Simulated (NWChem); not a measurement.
**UMP2/DGauss-TZVP run of CH2FO (SMILES [O]CF)**

Aim: the vertical doublet–quartet gap of CH2FO at UMP2/DGauss-TZVP, from 2 runs. 

The calculation is run with NWChem 7.3.0.

5 further runs of the same task are left out: 3 that didn't finish, 2 set aside as unsound or not needed.

## 1. The molecule

CH2FO has 5 atoms, charge 0, and is taken as a doublet. As SMILES, `[O]CF`. Geometry: relaxed at PBE0-D4/def2-TZVP.

Bond lengths: O1–C2 1.303 Å, C2–F3 1.376 Å, C2–H4 1.109 Å, C2–H5 1.109 Å. Angles: O1–C2–F3 115.4°, O1–C2–H4 109.4°, O1–C2–H5 109.4°, F3–C2–H4 107.5°, F3–C2–H5 107.5°, H4–C2–H5 107.3°.

## 2. Energy and forces at UMP2/DGauss-TZVP

Contents of mymol.nw:

```
start mymol
memory 2200 mb

geometry noautosym nocenter noautoz
O    -1.122700    0.202700    0.610000
C    -0.009600   -0.012300   -0.033000
F     1.105500   -0.174700    0.757200
H    -0.112900   -0.924800   -0.655200
H     0.189500    0.835500   -0.720300
end

basis spherical bse
O library DGauss-TZVP
C library DGauss-TZVP
F library DGauss-TZVP
H library DGauss-TZVP
end

scf
nopen 1
uhf
thresh 1e-07
maxiter 60
print medium
end

mp2
freeze core 3
end

task mp2 gradient
```

Started as:

```sh
nwchem mymol.nw > mymol.out
```

Standard output:

```text
[...]
  functions       =    66
[...]
  wavefunction    = UHF
[...]
         Total SCF energy =   -213.344599827330
      One electron energy =   -437.950184437764
      Two electron energy =    152.480847069325
 Nuclear repulsion energy =     72.124737541109
                       Sz =      0.5000
                 Sz(Sz+1) =      0.7500
                      S^2 =      0.7609
[...]
          Total MP2 energy          -213.829311790386
[...]
                         mp2 ENERGY GRADIENTS
    atom               coordinates                        gradient
                 x          y          z           x          y          z
   1 O      -2.121595   0.383047   1.152733    0.024369  -0.004737  -0.014828
   2 C      -0.018141  -0.023244  -0.062361   -0.015228   0.003706   0.031191
   3 F       2.089092  -0.330135   1.430901   -0.011089   0.001553  -0.009448
   4 H      -0.213350  -1.747619  -1.238148    0.000635  -0.002231  -0.003358
   5 H       0.358103   1.578866  -1.361170    0.001313   0.001709  -0.003557
[...]
```

Run time: 11 s. Hardware: 1 thread of AMD EPYC 9R45 (Zen 5), shared host; peak memory 0.17 GiB.

## 3. The quartet at the same level

Contents of sp.nw:

```
START sp
TITLE "CH2FO mp2"
memory total 2200 mb
GEOMETRY noautosym nocenter noautoz
O    -1.122700    0.202700    0.610000
C    -0.009600   -0.012300   -0.033000
F     1.105500   -0.174700    0.757200
H    -0.112900   -0.924800   -0.655200
H     0.189500    0.835500   -0.720300
END
BASIS "ao basis" spherical bse
* library DGauss-TZVP
END
SCF
nopen 3
uhf
thresh 1e-07
maxiter 80
noprint "final vectors analysis"
END
MP2
freeze core 3
END
TASK mp2 gradient
```

Started as:

```sh
nwchem sp.nw > sp.out
```

Standard output:

```text
[...]
  functions       =    66
[...]
  wavefunction    = UHF
[...]
         Total SCF energy =   -212.964465036709
      One electron energy =   -435.862479387038
      Two electron energy =    150.773276809220
 Nuclear repulsion energy =     72.124737541109
                       Sz =      1.5000
                 Sz(Sz+1) =      3.7500
                      S^2 =      3.7745
[...]
          Total MP2 energy          -213.439525158126
[...]
                         mp2 ENERGY GRADIENTS
    atom               coordinates                        gradient
                 x          y          z           x          y          z
   1 O      -2.121595   0.383047   1.152733   -0.017091   0.004751   0.049235
   2 C      -0.018141  -0.023244  -0.062361    0.354104  -0.056194   0.125551
   3 F       2.089092  -0.330135   1.430901   -0.295520   0.045404  -0.144451
   4 H      -0.213350  -1.747619  -1.238148   -0.014591   0.038754  -0.016463
   5 H       0.358103   1.578866  -1.361170   -0.026902  -0.032716  -0.013872
[...]
```

It took 29 s on 1 thread of AMD EPYC 9R45 (Zen 5), shared host; peak memory 0.17 GiB.

## 4. Summary of results

At UMP2/DGauss-TZVP, 3 core orbitals frozen:

| quantity | value |
| --- | --- |
| doublet: total energy | -213.82931 Eh |
| doublet: dipole moment (of the density that the program reports) | 2.18 D |
| doublet: HOMO energy (Hartree–Fock orbitals) (highest over α and β) | -14.07 eV |
| doublet: LUMO energy (Hartree–Fock orbitals) (lowest over α and β) | 1.79 eV |
| doublet: correlation energy (3 core orbitals frozen) | -484.7 mEh |
| doublet: ⟨S²⟩ of the reference determinant | 0.761 |
| doublet: largest force on an atom | 1.795 eV/Å |
| quartet: total energy | -213.43953 Eh |
| quartet: dipole moment (of the density that the program reports) | 6.63 D |
| quartet: correlation energy (3 core orbitals frozen) | -475.1 mEh |
| quartet: ⟨S²⟩ of the reference determinant | 3.775 |
| quartet: largest force on an atom | 19.534 eV/Å |
| vertical energy of the quartet above the doublet | 10.607 eV |

What this shows: At this shape the quartet lies 10.61 eV (245 kcal/mol) above the doublet. The largest force (doublet) is 1.79 eV/Å: the shape isn't a stationary point for this species at this level.
